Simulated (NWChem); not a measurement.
Everything below was run with NWChem. System: FLi, charge 0, spin multiplicity 1, at a geometry optimised with B3LYP/def2-SVP. The structure started from a generated list of species. Level: MP2/cc-pVTZ, 1 core orbitals frozen.

Job file:

```
start mol
memory heap 200 mb stack 900 mb global 1100 mb
geometry units angstroms nocenter noautoz
  Li     0.000000     0.000000    -1.146724
  F      0.000000     0.000000     0.382241
  symmetry group C2v
end
basis spherical
  * library cc-pvtz
end
scf
  rhf
  nopen 0
  maxiter 100
  thresh 1e-7
  semidirect memsize 60000000 filesize 0
end
mp2
  freeze core 1
end
task mp2 energy
```

Output (cleaned and shortened):

```
             Northwest Computational Chemistry Package (NWChem) 7.3.0
             --------------------------------------------------------

                                NWChem Input Module
                                -------------------

 Scaling coordinates for geometry "geometry" by  1.889725989
 (inverse scale =  0.529177249)

 Turning off AUTOSYM since
 SYMMETRY directive was detected!

                             Geometry "geometry" -> ""
                             -------------------------

 Output coordinates in angstroms (scale by  1.889725989 to convert to a.u.)

  No.       Tag          Charge          X              Y              Z
 ---- ---------------- ---------- -------------- -------------- --------------
    1 Li                   3.0000     0.00000000     0.00000000    -1.14672400
    2 F                    9.0000     0.00000000     0.00000000     0.38224100

 Effective nuclear repulsion energy (a.u.)       9.3447434853

            Nuclear Dipole moment (a.u.)
            ----------------------------
        X                 Y               Z
 ---------------- ---------------- ----------------
     0.0000000000     0.0000000000    -0.0000056692

      Symmetry information
      --------------------

 Group name             C2v
 Group number             16
 Group order               4
 No. of unique centers     2

      Symmetry unique atoms

     1    2


 Summary of "ao basis" -> "" (spherical)
 ------------------------------------------------------------------------------
       Tag                 Description            Shells   Functions and Types
 ---------------- ------------------------------  ------  ---------------------
 *                          cc-pvtz                   on all atoms

 Summary of "ao basis" -> "ao basis" (spherical)
 ------------------------------------------------------------------------------
       Tag                 Description            Shells   Functions and Types
 ---------------- ------------------------------  ------  ---------------------
 Li                         cc-pvtz                 10       30   4s3p2d1f
[...]
     1   1 0 0     -0.000000      0.000000      0.000000
     1   0 1 0     -0.000000      0.000000      0.000000
     1   0 0 1     -2.466575      0.000000     -0.000006

     2   2 0 0     -5.243484      0.000000      0.000000
     2   1 1 0      0.000000      0.000000      0.000000
     2   1 0 1     -0.000000      0.000000      0.000000
     2   0 2 0     -5.243484      0.000000      0.000000
     2   0 1 1     -0.000000      0.000000      0.000000
     2   0 0 2     -0.630746      0.000000     18.783446

                   NWChem MP2 Semi-direct Energy/Gradient Module
                   ---------------------------------------------

  Basis functions       =     60
  Molecular orbitals    =     60
  Frozen core           =      1
  Frozen virtuals       =      0
  Active alpha occupied =      5
  Active beta occupied  =      5
  Active alpha virtual  =     54
  Active beta virtual   =     54
  Use MO symmetry       = T
  Use skeleton AO sym   = T

  AO/Fock/Back tols     =   1.0D-09  1.0D-09  1.0D-09

 GA uses MA = F    GA memory limited = T

 Available:
  local mem=  1.26D+08
 global mem=  1.44D+08
 local disk=  0.00D+00
  mp2_memr nvloc                    54
  nvloc new                    54
   1 passes of   5:        4194304                      20838                   1686169.
   1 passes of   5: M    126153744           G      144172000           F     121959440.

 Semi-direct pass number   1 of   1  for RHF alpha+beta  at        0.3s
  vrange nnbf                  1830
  mp2_eaftype                    10  avail_ma_in_mb                  1099
 EAF : mp2_eaftype filesize          10     843084.
  mp2_eaf for mointskh                     10
Node 0 wrote      4.0 Mb in      0.0 s     Agg I/O rate:  3823.4 Mb/s
 Done moints_semi at        0.8s
  mp2_eaftype                    10  avail_ma_in_mb                  1089
 EAF : mp2_eaftype filesize          10     843084.
  mp2_eaf for kh                    10
 Done maket at        0.8s
 Done multipass loop at        0.8s

          -------------------------------------------
          SCF energy                -106.979725987535
          Correlation energy          -0.291033773782
          Singlet pairs               -0.179732306482
          Triplet pairs               -0.111301467300
          Total MP2 energy          -107.270759761317
          -------------------------------------------

          ---------------------------------------------------
                    Spin Component Scaled (SCS) MP2
          Same spin pairs                     -0.074200978200
          Same spin scaling factor             0.333333333333
          Opposite spin pairs                 -0.216832795582
          Opposite spin scaling fact.          1.200000000000
          SCS-MP2 correlation energy          -0.284933014099
          Total SCS-MP2 energy              -107.264659001634
          ---------------------------------------------------

 -----------------------
 Performance information
 -----------------------

 Timer overhead =  1.63D-07 seconds/call

               Nr. of calls         CPU time (s)                 Wall time (s)                GFlops
             ---------------    -------------------     ------------------------------   -------------------
Name         Min   Avg   Max    Min     Avg     Max     Min     Avg     Max   Mx/calls   Min     Max     Sum
mp2: moin     1     1     1   0.43    0.43    0.43     0.43    0.43    0.43    0.43      0.0     0.0     0.0
mp2: make     1     1     1   1.73E-2 1.73E-2 1.73E-2  1.73E-2 1.73E-2 1.73E-2 1.73E-2   0.0     0.0     0.0
mp2: tota     1     1     1   0.47    0.47    0.47     0.47    0.47    0.47    0.47      0.0     0.0     0.0

 The average no. of pstat calls per process was 3.00D+00
 with a timing overhead of 4.88D-07s

 Task  times  cpu:        0.8s     wall:        0.8s

 Total times  cpu:        0.8s     wall:        0.8s
```
